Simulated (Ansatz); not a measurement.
For MgSiP2 (I-42d, No. 122), LDA (PAW; Ansatz, an electronic-structure program) gives:

* **lattice parameter a**: 5.680 Å
* **lattice parameter c**: 10.052 Å
* **cohesive energy**: 4.40 eV/atom
* **band gap at the measured cell (atoms relaxed with PBEsol)**: 1.16 eV

Question: What does HSE06 in Ansatz (PAW) give for the same quantities?

Answer: 
- lattice constant a: 5.722 Å (grows by 0.7 %)
- lattice parameter c: 10.168 Å (grows by 1.2 %)
- cohesive energy: 3.70 eV/atom (shrinks by 0.70 eV/atom)
- band gap at the measured cell (atoms relaxed with PBEsol): 1.93 eV (increases by 0.77 eV)

Changes are worked out from the printed values.

Unless a cell is named, each level is at its own relaxed cell (LDA 20.27, HSE06 20.81 Å³/atom).

Density-functional gaps are differences of (generalised) Kohn–Sham levels.

Caveats: the relaxation could not lower the start's symmetry, so the cell can be a saddle point above a distorted one (LDA, HSE06). Ansatz's density-functional and Hartree–Fock values are scalar-relativistic unless marked +SOC, with PAW data made under PBE.
